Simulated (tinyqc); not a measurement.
A ladder of methods, and size consistency: correlation methods against full CI in the sto-3g basis, for H2O, spin multiplicity 1. Computed by the program tinyqc with PySCF. All electrons correlated; +Q is the Davidson correction (1 - c0^2) E_corr. The last columns treat two copies 100 angstrom apart as one system. FCI is the lowest singlet.

Geometry (angstrom):
```
atom       x        y       z
O     0.0000   0.0000  0.0000
H     0.0000   0.7020  0.6070
H     0.0000  -0.7020  0.6070
```

RHF energy of one = -74.956027 hartree

Correlation energies (hartree):
```
method   E_corr of one  share of FCI (%)  E_corr of two at 100 angstrom  two minus twice one (mhartree)
MP2          -0.034110           72.6484                      -0.068221                          0.0000
CISD         -0.046353           98.7235                      -0.090666                          2.0400
CISD+Q       -0.047421          100.9979                      -0.094566                          0.2766
CCSD         -0.046857           99.7954                      -0.093713                          0.0000
CCSD(T)      -0.046912           99.9143                      -0.093825                          0.0000
FCI          -0.046953          100.0000                              -                               -
```

What does the comparison show, and why?

MP2 recovers 73 %, CISD 98.7 % and CCSD 99.8 % of the FCI value (c0^2 = 0.977 in CISD). MP2 and coupled cluster are size consistent, so their last column vanishes; CISD loses 2.04 mhartree, since a double excitation on each copy is a quadruple of the pair, and the Davidson correction leaves +0.28.
